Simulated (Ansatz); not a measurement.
Mulliken charges of C3H3FS (`C=C1SC1F`) from PBE/def2-TZVPP in Ansatz (PBE0-D4/def2-TZVP geometry).

```
atom   x (Å)   y (Å)   z (Å)  charge (e)
  C1  -0.032   1.392   0.302      -0.188
  C2   0.315   0.156   0.000      -0.025
  S3   1.613  -0.868  -0.525      -0.075
  C4  -0.139  -1.203  -0.166       0.133
  F5  -0.953  -1.501  -1.202      -0.151
  H6  -1.054   1.611   0.585       0.104
  H7   0.680   2.206   0.267       0.101
  H8  -0.337  -1.850   0.683       0.101
```

Problem. By hand: the dipole of these point charges (1 e Å = 4.8032 D).

Solution. Σ q r = (-0.072, 0.070, 0.299) e Å, of length 0.315 e Å = 1.51 D.

Problem. How does the dipole of the full density compare? (An estimate is asked.)

Solution. The calculation gave: (-0.030, 0.066, 0.261) e Å, 1.30 D; the point charges give 1.16 times that, at 7° from its direction.

Point charges leave out the atoms' own dipoles, such as those of lone pairs, and Mulliken's split depends on the basis, so the two needn't agree.
